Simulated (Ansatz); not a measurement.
```yaml
crystal:
  periodic: [true, true, true]
  atoms:
    - {symbol: Al, position_ang: [0.359491, 0.624251, 0.008418]}
    - {symbol: H, position_ang: [1.928035, 0.541556, 0.060019]}
    - {symbol: H, position_ang: [-0.493744, 1.943566, -0.026609]}
    - {symbol: C, position_ang: [-0.608958, -1.052142, -0.014138]}
    - {symbol: N, position_ang: [-1.184814, -2.057220, -0.027679]}
basis:
  gaussian: {orbitals: def2-TZVP, nuclear_model: gaussian}
hamiltonian: {xc: {name: LC-wPBE}}
scf: {lower_state_search: off}
```

```sh
$ ansatz run in.yaml --threads 4 --pin off --events-out ev --progress --plain --max-ram 3916MiB
```

Output, abridged:

```
Error: YAML parse error: error: line 2 column 3: crystal: missing field `lattice` (a structure is typed as `lattice` and `atoms`, a molecule's as `atoms` in Å alone, or read from a run's directory, `checkpoint`)
 --> <input>:2:3
1 | crystal:
2 |   periodic: [true, true, true]
3 |   atoms:
4 |     - {symbol: Al, position_ang: [0.359491, 0.624251, 0.008418]}
```

In this input the species is marked periodic without a cell. The program refused the input.
